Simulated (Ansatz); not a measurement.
C$_{4}$H$_{5}$FS (`C/C=C(\F)C=S`). The species carries charge 0 and has multiplicity 1.

```xyz
11

C    -0.029    0.747   -1.615
C    -0.415    0.221   -0.287
C     0.409   -0.358    0.588
F     1.716   -0.504    0.288
C     0.068   -0.882    1.890
S    -1.388   -0.890    2.594
H     1.031    0.610   -1.818
H    -0.267    1.814   -1.685
H    -0.607    0.252   -2.402
H    -1.448    0.296    0.038
H     0.928   -1.307    2.411
```

(1) Give the diagnostics of a CCSD(T)/def2-TZVPP run (frozen core, Ansatz 0.2.0). (An estimate is asked.)

## Answers

(1) Computed: T1 = 0.0159, largest single amplitude 0.047, largest double 0.096, (T) share of the correlation energy 4.5 %, 11 CCSD cycles. The RHF solution is unstable towards an unrestricted one. T1 lies under the customary mark of 0.02 for closed shells.
